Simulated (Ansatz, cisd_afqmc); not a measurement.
Species: SiO, charge 0, singlet. SiO (SMILES [O+]#[Si-]).
B3LYP-D3(BJ)/def2-TZVP minimum from Ansatz (a quantum-chemistry and plane-wave program):
```xyz
2

Si     0.0000     0.0000    -0.5502
O      0.0000     0.0000     0.9629
```

Total energies in cc-pV(Q+d)Z, 10 correlated electrons, 6 frozen orbitals. Open shells are spin-unrestricted; no spin-orbit coupling. Cores are frozen in correlated methods. No relativity. AFQMC/CISD: phaseless, guided by CISD from CCSD amplitudes; bars are statistical, one sigma. Outlying blocks are dropped, and bars are widened where a walk drifts. Over all cases where full CI ran beside it in this data, AFQMC minus full CI had a median of +0.1 mEh and passed +0.4 mEh in a tenth of the cases. The T1 diagnostic of OSi ([O+]#[Si-], singlet) reaches 0.030 in the sets run.

```tsv
method	program	energy (Eh)	minus CCSDT(Q) (mEh)
HF	Ansatz	-363.85217	380.61
MP2	Ansatz	-364.21372	19.07
CCSD	Ansatz	-364.21149	21.29
CCSD(T)	Ansatz	-364.23098	1.80
CCSDT(Q)	Ansatz	-364.23278	0.00
AFQMC/CISD	cisd_afqmc	-364.2316 ± 0.0003	1.2 ± 0.3
```

Rough core times of Ansatz's runs on a shared machine: CCSD(T) under 20 s, CCSDT(Q) 5 min.
